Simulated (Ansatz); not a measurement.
Born–Oppenheimer molecular dynamics of C4H4N + FH (11 atoms, charge -1, multiplicity 1). It starts from a relaxed structure.

Level of theory: Ansatz, RKS PBE/STO-3G.

* ensemble: NVT, Langevin thermostat
* time step: 0.5 fs
* steps asked: 400
* set temperature: 400 K
* friction: 0.02 /fs
* masses: H 2.014 u
* seed: 534076

First frame:

```xyz
11
Properties=species:S:1:pos:R:3
F 0.722 0.827 -3.365
C 0.852 -0.802 0.160
C 0.147 -0.724 1.415
C -0.873 0.214 1.259
N -0.753 0.674 -0.085
C 0.316 0.070 -0.830
H 1.712 -1.469 -0.006
H 0.353 -1.286 2.340
H -1.646 0.590 1.944
H -1.407 1.398 -0.481
H 0.577 0.507 -2.352
```

**Question.** How far do the bonds stretch over the last three quarters of this one trajectory? (Pairs bonded in most of those frames.)

**Answer.** 
```tsv
bond	mean (Å)	spread (Å)	shortest	longest
F1–H11	1.078	0.036	1.00	1.16
C2–C3	1.443	0.019	1.40	1.48
C2–C6	1.429	0.021	1.39	1.48
C2–H7	1.110	0.045	1.02	1.20
C3–C4	1.401	0.023	1.36	1.46
C3–H8	1.108	0.042	1.03	1.19
C4–N5	1.434	0.037	1.33	1.51
C4–H9	1.104	0.018	1.05	1.15
N5–C6	1.444	0.033	1.39	1.51
N5–H10	1.057	0.019	1.02	1.11
```

Mean temperature of the second half: 338 K. The mean temperature of the second half is 15 % below the set value. A run of 0.2 ps of so small a system gives no equilibrium averages. Limits of this set-up: minimal basis, an anion without diffuse functions.

Run time: 16 min on 1 thread of Arm Neoverse N1, with other jobs on the host, peak memory 0.081 GiB.
